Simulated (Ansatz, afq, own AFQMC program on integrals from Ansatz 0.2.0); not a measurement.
**Atomization energy of CHB, singlet**

```yaml
atoms:
  - { symbol: B, position_ang: [0.0000, 0.0844, 0.7836] }
  - { symbol: C, position_ang: [0.0000, -0.1210, -0.5840] }
  - { symbol: H, position_ang: [0.0000, 0.5359, -1.4452] }
```

Connectivity, by distances: B–CH.

Atoms in their ground-state spins without spin–orbit coupling (mostly on UHF) minus the molecule (RHF), without zero-point energy. The geometry is a stationary point, not shown to be a minimum.

Basis 6-31G. Only valence electrons are correlated. AFQMC by an in-house program on the Cholesky factors that Ansatz 0.2.0 writes for its CCSD(T) run. The CISD trial takes its coefficients from CCSD amplitudes. Released means that phaseless walkers are propagated on without the constraint, phases kept. Error bars are statistical, one sigma. The errors of all members are added in quadrature.

Full CI is exact in this basis; where marked, its frozen core comes from its own orbitals, which moves totals by up to a few meV.

Errors are counted within 6-31G, not against nature.

Cautions: CHB (singlet): another spin lies lower, restricted determinant unstable towards unrestricted (UHF 2.50 eV lower, ⟨S²⟩ 1.32), strong correlation (T1 0.103, weight of the determinant 0.68, largest double 0.38), (T) is large, 10 % of the CCSD correlation, CCSD(T) is in doubt: in a space of 8 electrons in 8 natural orbitals full CI lies 90 meV above it, the CCSDT(Q) amplitudes may be one of several solutions (largest double 0.52), the CCSDTQ amplitudes may be one of several solutions (largest double 0.53), the released energies are still falling, so no released level is given (meV from the phaseless value at times in 1/Eh: -23 ± 16 at 0.24, -41 ± 17 at 0.50, -53 ± 18 at 1.00, -67 ± 15 at 1.50), CCSDTQ on the UHF determinant differs (70 meV lower), perhaps since the unrestricted series falls towards higher spin, full CI with its own frozen core, its ph-AFQMC/CISD value lies 181 ± 18 meV above full CI.

```
level  atomization energy (eV)
   HF                    3.749
 CCSD                    6.949
```

Task: From these cheaper values, estimate the atomization energy at the reference level in 6-31G.

Result: 7.375 eV (full CI in 6-31G).

| level | atomization energy (eV) | error against FCI (eV) |
| --- | --- | --- |
| MP2 | 6.560 | -0.816 |
| CCSD(T) | 7.454 | 0.078 |
| ph-AFQMC/HF | 7.144 ± 0.080 | -0.231 ± 0.080 |
| ph-AFQMC/CISD | 7.199 ± 0.018 | -0.177 ± 0.018 |

Correlation beyond CCSD(T) takes off 0.078 eV. The perturbative (T) step is worth +0.505 eV. Where the cautions show a poor determinant, the low rows tell how each method copes with it, not its usual error.

A walk keeps the symmetry of its determinant, which the program's search chose and which needn't be the lowest solution, so a lower state of the same spin and another symmetry isn't excluded.
